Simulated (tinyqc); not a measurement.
Starting guesses with DIIS over 6 matrices: SCF starting guesses in the sto-3g basis, for H2O, spin multiplicity 3. Computed by the program tinyqc with PySCF. Command: `OMP_NUM_THREADS=1 python tinyqc.py 111506 111507 out.jsonl`; one thread of a shared host (Intel(R) Xeon(R) Processor @ 2.60GHz), about 0.7 s.

Geometry (angstrom):

| atom | x | y | z |
|---|---|---|---|
| O | 0.0000 | 0.0000 | 0.0000 |
| H | 0.0000 | 0.9790 | 0.8820 |
| H | 0.0000 | -0.9790 | 0.8820 |

lowest solution found by these runs and by PySCF with stability checks = -74.716438 hartree

UHF with one setting changed at a time; a run stops when the energy changes by less than 1e-09 hartree and the error matrix is below 1e-5. Starts: the lowest orbitals of the core Hamiltonian, of the Wolfsberg-Helmholz matrix (K = 1.75), projected atomic densities, random orbitals, and the highest orbitals of the core Hamiltonian (a deliberately bad start).

Largest element of the error matrix X^T (FDS - SDF) X:

| iteration | core | Wolfsberg-Helmholz | atomic densities | random | highest core orbitals |
|---|---|---|---|---|---|
| 1 | 1.7e-01 | 1.4e-01 | 3.7e-01 | 5.3e+00 | 2.5e-01 |
| 2 | 3.3e-02 | 5.8e-02 | 2.0e-02 | 1.6e-01 | 1.8e-01 |
| 3 | 1.0e-02 | 1.6e-02 | 2.0e-02 | 5.0e-02 | 1.8e-01 |
| 4 | 4.9e-03 | 1.2e-02 | 1.6e-02 | 4.0e-02 | 1.8e-01 |
| 5 | 3.4e-03 | 9.4e-03 | 7.5e-03 | 2.8e-02 | 1.8e-01 |
| 6 | 1.5e-03 | 1.4e-03 | 1.7e-03 | 2.0e-02 | 1.6e-01 |
| 8 | 9.0e-06 | 4.1e-04 | 1.6e-04 | 1.8e-02 | 1.5e-01 |
| 10 | 2.2e-08 | 2.0e-05 | 2.5e-05 | 1.6e-02 | 2.5e-02 |
| 14 | - | - | - | 7.1e-03 | 2.1e-05 |
| 20 | - | - | - | 1.5e-04 | - |

How each run ends:

| run | iterations | E (hartree) | state |
|---|---|---|---|
| core | 10 | -74.71017 | higher |
| Wolfsberg-Helmholz | 12 | -74.66449 | higher |
| atomic densities | 12 | -74.71017 | higher |
| random | 27 | -74.71644 | lowest found |
| highest core orbitals | 16 | -74.56384 | higher |

1 of 5 runs reach the lowest solution found, in 27 to 27 iterations (fastest: random). Ending on a higher stationary point: core, Wolfsberg-Helmholz, atomic densities, highest core orbitals; a small error matrix cannot reveal that, and an occupation fixed by the start is kept by symmetry or by the shape of the basin. The first errors are 2e-01, 1e-01, 4e-01, 5e+00, 2e-01.
